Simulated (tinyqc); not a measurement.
Worked calculation: coupled-perturbed Hartree-Fock on RHF in the sto-6g basis, for BH3, spin multiplicity 1. One step of it, computed by the program tinyqc.

Problem. Coupled step 2. U_ai = -(mu_ai + sum_bj [4 (ai|bj) - (ab|ij) - (aj|bi)] U_bj) / (e_a - e_i); alpha = -4 sum U_ai mu_ai.

U after step 1:
```
           i1        i2         i3         i4
a5   0.000000  0.000000   0.000000   0.020826
a6   0.000000  0.000000   0.000000   1.082144
a7  -0.014988  0.237495  -0.880827   0.000000
a8   0.000000  0.000000   0.000000  -0.877571
```

dipole integrals <a|y|i> (bohr):
```
          i1         i2        i3         i4
a5  0.000000   0.000000  0.000000  -0.011348
a6  0.000000   0.000000  0.000000  -0.856935
a7  0.104941  -0.243236  0.753037   0.000000
a8  0.000000   0.000000  0.000000   0.750219
```

orbital energies (hartree): MO1 -7.537656, MO2 -0.613770, MO3 -0.418805, MO4 -0.418766, MO5 0.239070, MO6 0.507591, MO7 0.606141, MO8 0.606247

Two-electron integrals over orbitals (pq|rs), unique and non-zero (hartree):
```
(11|11) 2.900419    (21|11) -0.248242   (21|21) 0.033930    (22|11) 0.586490
(22|21) -0.008246   (22|22) 0.424048    (31|11) 0.000129    (31|21) -0.000014
(31|22) 0.000018    (31|31) 0.006802    (32|11) -2.47e-06   (32|21) 0.000009
(32|22) 0.000151    (32|31) 0.010959    (32|32) 0.114945    (33|11) 0.508227
(33|21) -0.002890   (33|22) 0.413629    (33|31) 0.003310    (33|32) 0.064067
(33|33) 0.464766    (41|41) 0.006801    (42|41) 0.010953    (42|42) 0.114813
(43|41) -0.003323   (43|42) -0.064171   (43|43) 0.050381    (44|11) 0.508146
(44|21) -0.002893   (44|22) 0.413448    (44|31) -0.003314   (44|32) -0.064133
(44|33) 0.364319    (44|44) 0.464836    (51|11) -0.005913   (51|21) 0.000770
(51|22) -0.000381   (51|31) -5.27e-07   (51|32) -9.81e-08   (51|33) -0.000180
(51|44) -0.000179   (51|51) 0.022129    (52|11) 0.003855    (52|21) -0.000227
(52|22) 0.000021    (52|31) 4.65e-08    (52|32) -5.16e-07   (52|33) -0.000174
(52|44) -0.000174   (52|51) 0.020819    (52|52) 0.067852    (53|11) -0.000005
(53|21) 2.18e-07    (53|22) -1.76e-06   (53|31) 0.000082    (53|32) -0.000774
(53|33) -0.000763   (53|44) 0.000763    (53|51) -0.000011   (53|52) -0.000026
(53|53) 0.015514    (54|41) 0.000081    (54|42) -0.000775   (54|43) 0.000765
(54|54) 0.015510    (55|11) 0.743025    (55|21) -0.008985   (55|22) 0.451614
(55|31) 4.33e-06    (55|32) 0.000005    (55|33) 0.411213    (55|44) 0.411161
(55|51) 0.000755    (55|52) 0.004453    (55|53) -4.50e-06   (55|55) 0.587114
(61|11) -0.278980   (61|21) 0.038989    (61|22) -0.008824   (61|31) -0.000057
(61|32) -0.000051   (61|33) -0.002926   (61|44) -0.002896   (61|51) 0.000426
(61|52) -0.000664   (61|53) -5.13e-08   (61|55) -0.007966   (61|61) 0.044907
(62|11) 0.232619    (62|21) -0.009462   (62|22) 0.048918    (62|31) -0.000019
(62|32) -0.000038   (62|33) 0.021704    (62|44) 0.021593    (62|51) -0.000649
(62|52) 0.000016    (62|53) -3.64e-06   (62|55) 0.117495    (62|61) -0.010014
(62|62) 0.075615    (63|11) -0.000809   (63|21) 0.000021    (63|22) -0.000254
(63|31) 0.003505    (63|32) -0.044834   (63|33) -0.043759   (63|44) 0.043587
(63|51) 3.73e-07    (63|52) -0.000005   (63|53) 0.000885    (63|55) -0.000422
(63|61) 8.54e-07    (63|62) -0.000395   (63|63) 0.064136    (64|41) 0.003491
(64|42) -0.045094   (64|43) 0.043880    (64|54) 0.000889    (64|64) 0.064556
(65|11) -0.003259   (65|21) -0.000081   (65|22) -0.001412   (65|31) -9.13e-07
(65|32) -0.000007   (65|33) -0.000528   (65|44) -0.000520   (65|51) 0.022280
(65|52) 0.062850    (65|53) -0.000085   (65|55) -0.000274   (65|61) -0.000570
(65|62) -0.002811   (65|63) 0.000009    (65|65) 0.062486    (66|11) 0.595747
(66|21) -0.011294   (66|22) 0.416190    (66|31) -0.000067   (66|32) -0.000647
(66|33) 0.412051    (66|44) 0.412768    (66|51) -0.001281   (66|52) -0.002532
(66|53) 0.000007    (66|55) 0.438513    (66|61) -0.011916   (66|62) 0.029183
(66|63) 0.000186    (66|65) -0.003261   (66|66) 0.429509    (71|41) 0.012102
(71|42) 0.017488    (71|43) -0.004786   (71|54) 0.000152    (71|64) 0.006139
(71|71) 0.021652    (72|41) 0.007973    (72|42) 0.000162    (72|43) 0.022193
(72|54) 0.000965    (72|64) 0.047026    (72|71) 0.013447    (72|72) 0.049451
(73|41) 0.002202    (73|42) 0.046211    (73|43) -0.024140   (73|54) -0.000594
(73|64) -0.032464   (73|71) 0.003836    (73|72) -0.010941   (73|73) 0.033040
(74|11) 0.210463    (74|21) -0.004711   (74|22) 0.051888    (74|31) 0.002208
(74|32) 0.046220    (74|33) 0.052003    (74|44) 0.003826    (74|51) -0.000023
(74|52) 0.001651    (74|53) -0.000594   (74|55) 0.106671    (74|61) -0.004640
(74|62) 0.073224    (74|63) -0.032523   (74|65) -0.001086   (74|66) 0.027669
(74|74) 0.108010    (75|41) 0.000276    (75|42) 0.002123    (75|43) -0.001110
(75|54) 0.016118    (75|64) -0.000997   (75|71) 0.000468    (75|72) 0.000232
(75|73) 0.000884    (75|75) 0.020817    (76|41) 0.011824    (76|42) 0.105858
(76|43) -0.059294   (76|54) -0.001013   (76|64) -0.047650   (76|71) 0.019529
(76|72) -0.004286   (76|73) 0.048960    (76|75) 0.001853    (76|76) 0.109635
(77|11) 0.661180    (77|21) -0.008440   (77|22) 0.438324    (77|31) 0.000396
(77|32) -0.030313   (77|33) 0.395366    (77|44) 0.463688    (77|51) -0.000168
(77|52) 0.000858    (77|53) 0.000662    (77|55) 0.466442    (77|61) -0.008306
(77|62) 0.053979    (77|63) 0.036945    (77|65) -0.000636   (77|66) 0.440746
(77|74) 0.048938    (77|77) 0.506538    (81|11) -0.000911   (81|21) 0.000135
(81|22) -0.000006   (81|31) 0.012103    (81|32) 0.017493    (81|33) 0.004751
(81|44) -0.004782   (81|51) 1.47e-06    (81|52) -1.99e-06   (81|53) 0.000152
(81|55) -0.000025   (81|61) 0.000082    (81|62) -0.000073   (81|63) 0.006164
(81|65) -3.21e-06   (81|66) -0.000159   (81|74) 0.003827    (81|77) 0.001254
(81|81) 0.021652    (82|11) 0.000855    (82|21) -0.000029   (82|22) 0.000184
(82|31) 0.007969    (82|32) 0.000079    (82|33) -0.022140   (82|44) 0.022310
(82|51) -1.99e-06   (82|52) 1.61e-06    (82|53) 0.000965    (82|55) 0.000425
(82|61) -0.000076   (82|62) 0.000142    (82|63) 0.046990    (82|65) -0.000009
(82|66) 0.000137    (82|74) -0.010684   (82|77) 0.028152    (82|81) 0.013440
(82|82) 0.049471    (83|11) 0.210426    (83|21) -0.004714   (83|22) 0.051752
(83|31) -0.002200   (83|32) -0.046397   (83|33) 0.003734    (83|44) 0.052137
(83|51) -0.000023   (83|52) 0.001651    (83|53) 0.000593    (83|55) 0.106638
(83|61) -0.004616   (83|62) 0.073184    (83|63) 0.032122    (83|65) -0.001079
(83|66) 0.028263    (83|74) 0.044274    (83|77) 0.071052    (83|81) -0.003850
(83|82) 0.011334    (83|83) 0.108200    (84|41) 0.002219    (84|42) 0.046078
(84|43) -0.023996   (84|54) -0.000590   (84|64) -0.032243   (84|71) 0.003865
(84|72) -0.010766   (84|73) 0.030522    (84|75) 0.000882    (84|76) 0.048815
(84|84) 0.032826    (85|11) -0.000008   (85|21) -1.36e-07   (85|22) -1.49e-06
(85|31) 0.000276    (85|32) 0.002123    (85|33) 0.001105    (85|44) -0.001110
(85|51) 0.000073    (85|52) 0.000213    (85|53) 0.016117    (85|55) 7.61e-07
(85|61) -3.31e-06   (85|62) -0.000009   (85|63) -0.000990   (85|65) 0.000137
(85|66) -0.000022   (85|74) 0.000881    (85|77) -0.000488   (85|81) 0.000468
(85|82) 0.000232    (85|83) -0.000890   (85|85) 0.020815    (86|11) -0.000136
(86|21) -4.50e-06   (86|22) 0.000077    (86|31) 0.011827    (86|32) 0.105720
(86|33) 0.058873    (86|44) -0.059040   (86|51) -3.56e-06   (86|52) -0.000010
(86|53) -0.001007   (86|55) -0.000053   (86|61) -0.000074   (86|62) -0.000085
(86|63) -0.047091   (86|65) -0.000015   (86|66) -0.000697   (86|74) 0.048787
(86|77) -0.030794   (86|81) 0.019535    (86|82) -0.004169   (86|83) -0.049138
(86|85) 0.001849    (86|86) 0.109230    (87|41) 0.000430    (87|42) -0.029963
(87|43) 0.034027    (87|54) 0.000661    (87|64) 0.037101    (87|71) 0.001342
(87|72) 0.027924    (87|73) -0.010879   (87|75) -0.000481   (87|76) -0.030594
(87|84) -0.010748   (87|87) 0.034010    (88|11) 0.661191    (88|21) -0.008441
(88|22) 0.438399    (88|31) -0.000313   (88|32) 0.031020    (88|33) 0.464076
(88|44) 0.394926    (88|51) -0.000168   (88|52) 0.000858    (88|53) -0.000671
(88|55) 0.466455    (88|61) -0.008299   (88|62) 0.054121    (88|63) -0.037717
(88|65) -0.000640   (88|66) 0.440356    (88|74) 0.071294    (88|77) 0.437942
(88|81) -0.001183   (88|82) -0.027786   (88|83) 0.048499    (88|85) 0.000497
(88|86) 0.031341    (88|88) 0.506955
```

Give: U after step 2; polarisability.

Solution.

U after step 2:
```
         i1      i2       i3       i4
a5   0.0000  0.0000   0.0000   0.0217
a6   0.0000  0.0000   0.0000   1.1070
a7  -0.0153  0.2449  -0.9109   0.0000
a8   0.0000  0.0000   0.0000  -0.9076
```

polarisability = 9.5075 bohr^3
